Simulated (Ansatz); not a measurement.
Working through a ladder of basis sets of H2N (charge -1), SMILES [NH2-]

Computed with Ansatz 0.2.0, Python API.

Interactive session:
```pycon
>>> import ansatz as az
>>> XC = 'hf'
>>> CHARGE = -1
>>> GEOMETRY = '''
... N     0.35366   -0.20981    0.17435
... H     0.12522    0.81750    0.15759
... H    -0.47888   -0.60769   -0.33194
... '''
>>> mol = az.Crystal.molecule()
>>> for line in GEOMETRY.strip().splitlines():
...     symbol, *xyz = line.split()
...     mol = mol.atom(symbol, [float(v) for v in xyz])
...
>>> calculation = mol.calculation().functional(XC).charge(CHARGE)
>>> energies = {}
>>> for basis in ['cc-pVDZ', 'cc-pVTZ', 'cc-pVQZ']:
...     summary = calculation.basis(gaussian=basis).run().report
...     size = summary['n_frozen'] + summary['n_occupied'][0] + summary['n_virtual'][0]
...     energies[basis] = (summary['reference_energy_ev'] / 27.211386246, summary['free_energy_ev'] / 27.211386246)
...     print(f'{basis:14s} {size:4d} orbitals  reference {energies[basis][0]:14.6f} Ha  total {energies[basis][1]:14.6f} Ha')
...
cc-pVDZ          24 orbitals  reference     -55.480203 Ha  total     -55.480203 Ha
cc-pVTZ          58 orbitals  reference     -55.520035 Ha  total     -55.520035 Ha
cc-pVQZ         115 orbitals  reference     -55.534429 Ha  total     -55.534429 Ha
>>> last = energies['cc-pVQZ'][1]
>>> for basis, (_, total) in energies.items():
...     print(f'{basis:14s} lies {27.211386 * (total - last):9.4f} eV above cc-pVQZ')
...
cc-pVDZ        lies    1.4756 eV above cc-pVQZ
cc-pVTZ        lies    0.3917 eV above cc-pVQZ
cc-pVQZ        lies    0.0000 eV above cc-pVQZ
```

Against cc-pVDZ: cc-pVTZ -39.8 mHa and cc-pVQZ -54.2 mHa. The last step alone is -14.39 mHa.

Caveats:
- These settings explore the input space; basis and method may be short of convergence.
- The geometry is a force-field or estimated start, not a minimum of this method, and the last set is no limit. Much of the fall in a total is atomic energy, which cancels in bond and reaction energies.
- Anions want diffuse functions, which this basis lacks.
- Hardware and time: 0.8 s on 1 thread of Arm Neoverse V1, with other jobs on the host, peak memory 0.16 GiB.

(Lines on the test bed's own set-up are left out of the output.)
